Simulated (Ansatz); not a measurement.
# How methods differ on SiH2 (SMILES [SiH2])

SiH2: 3 atoms, total charge 0, spin state singlet. SMILES: `[SiH2]`. Geometry: relaxed at PBE0-D4/def2-TZVP.

```jsonl
{"atom": "Si", "x (Å)": "-0.4912", "y (Å)": "0.4686", "z (Å)": "-0.2136"}
{"atom": "H", "x (Å)": "0.8403", "y (Å)": "0.5786", "z (Å)": "0.5225"}
{"atom": "H", "x (Å)": "-0.3491", "y (Å)": "-1.0472", "z (Å)": "-0.3089"}
```

Each level gives the energy change with the Si1–H2 bond stretched from 1.525 to 3.814 Å (eV). The values are calculated.

| level | kind | program | value (eV) | less FCI/3-21G |
| --- | --- | --- | --- | --- |
| HF/3-21G (restricted) | Hartree–Fock | Ansatz | 5.46 | +2.80 |
| BLYP/3-21G (restricted) | GGA | Ansatz | 3.71 | +1.05 |
| B3LYP/3-21G (restricted) | global hybrid | Ansatz | 4.18 | +1.52 |
| B2PLYP/3-21G (restricted) | double hybrid | Ansatz | 4.00 | +1.34 |
| BCCD(T)/3-21G (restricted) | coupled cluster or CI | Ansatz | 2.63 | -0.03 |
| CCSD(T)/3-21G (restricted) | coupled cluster or CI | Ansatz | 2.58 | -0.08 |
| CCSD/3-21G (restricted) | coupled cluster or CI | Ansatz | 2.73 | +0.07 |
| CCSDT/3-21G (restricted) | coupled cluster or CI | Ansatz | 2.65 | -0.01 |
| FCI/3-21G | exact in the basis | Ansatz | 2.66 | 0.00 |

FCI/3-21G is exact within its basis and frozen core, so for wave-function methods in that basis the difference is their error; functionals converge differently with the basis, so for them it is only a difference. A spin-restricted reference rises too steeply as a bond breaks; here HF/3-21G, BLYP/3-21G, B3LYP/3-21G, B2PLYP/3-21G lie well above the multireference or unrestricted value. The first shape isn't each level's own minimum. The values span 2.58 to 5.46 eV. All rows use very small basis sets, so none should be taken for the real molecule's value.
